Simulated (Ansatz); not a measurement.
A calculation with Ansatz (development build ahead of 0.2.0).

```yaml
crystal:
  periodic: [false, false, false]
  atoms:
    - { symbol: F, position_ang: [0.0161, 0.03369, 0.01003] }
    - { symbol: H, position_ang: [2.44948, -0.34974, 0.54828] }
    - { symbol: F, position_ang: [2.86005, 0.30079, 0.06088] }
basis:
  gaussian: { orbitals: def2-SVP }
magnetization:
  spin_polarized: true
  initial_magnetization: 1
hamiltonian:
  xc: hf
output:
  forces: true
```

The input is written out in the form of the current development build from the run's settings.

Results

```yaml
Converged: yes
Total_energy: -199.21842 hartree
Spin_squared_of_the_determinant: 0.752
Stability_test: minimum
```

Forces (eV/Å):
| atom | Fx | Fy | Fz |
| --- | --- | --- | --- |
| F1 | 0.021 | -0.006 | 0.007 |
| H2 | 0.275 | 0.488 | -0.369 |
| F3 | -0.295 | -0.482 | 0.362 |
